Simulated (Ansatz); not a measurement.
The end point of a relaxation of MgO. Space group Fm-3m (No. 225), rock salt type. Method: r2SCAN (plane waves to 500 eV, PAW, scalar-relativistic; Ansatz, a first-principles code).

```cif
data_Mg4O4
_chemical_formula_sum 'Mg4 O4'
_space_group_name_H-M_alt 'Fm-3m'
_space_group_IT_number 225
_space_group_name_Hall '-F 4 2 3'
_cell_length_a 4.20762
_cell_length_b 4.20762
_cell_length_c 4.20762
_cell_angle_alpha 90.000
_cell_angle_beta 90.000
_cell_angle_gamma 90.000
loop_
_atom_site_label
_atom_site_type_symbol
_atom_site_symmetry_multiplicity
_atom_site_Wyckoff_symbol
_atom_site_fract_x
_atom_site_fract_y
_atom_site_fract_z
_atom_site_occupancy
Mg1 Mg 4 a 0.00000 0.00000 0.00000 1
O1 O 4 b 0.50000 0.50000 0.50000 1
```
(The calculation used a cell of 2 atoms; values per cell refer to that cell.)

Question: What is the computed band gap (r2SCAN)?

Answer: 5.68 eV, direct at Γ (no spin-orbit coupling).

No spin polarisation in the result.

Measured for MgO: a 4.189 Å (static lattice; corrected from measurement; as listed in Daniel Mejia-Rodriguez, S. B. Trickey, Phys. Rev. B (2018)); gap 8.36 eV (static lattice; corrected from measurement; as listed in Wei Chen et al., Physical Review Materials (2018)). Computed minus measured — a: r2SCAN +0.4 %; gap: r2SCAN -2.68 eV. The computed values are for a static lattice, and a measured gap can be an optical one, lowered by exciton binding.

The run could not lose the symmetry of its start.
